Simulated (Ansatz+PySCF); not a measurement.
The numbers below are computed, except where a source is named.
A run of PySCF 2.14.0 on singlet BN at this shape:

```xyz
2

B     0.0000    0.0000    0.0000
N     0.0000    0.0000    2.5000
```

Its results:

| Item | Value |
| --- | --- |
| Converged | yes |
| Reference energy | -77.70912 hartree |
| CCSD correlation energy | -0.10057 hartree |
| Triples correction | -0.00144 hartree |
| Total energy | -77.81112 hartree |
| Spin squared of the determinant | 1.000 |

Which input gives this output? Name the method, the orbitals and the basis set, and write the input.

UHF-CCSD(T) in STO-3G.

```python
from pyscf import gto, scf, cc

mol = gto.M(atom="""
B 0.000000 0.000000 0.000000
N 0.000000 0.000000 2.500000
""", basis='sto-3g', charge=0, spin=0)
mf = scf.UHF(mol)
mf.kernel()
mycc = cc.CCSD(mf, frozen=2).run()
et = mycc.ccsd_t()
print(mf.e_tot, mycc.e_corr, et, mycc.e_tot + et)
```

This is not the lowest solution: another run reaches a determinant 2.21 eV lower. Caution: bonds are stretched, where a single reference can fail; another spin multiplicity may lie lower; the unrestricted determinant is a mixture of spin states.
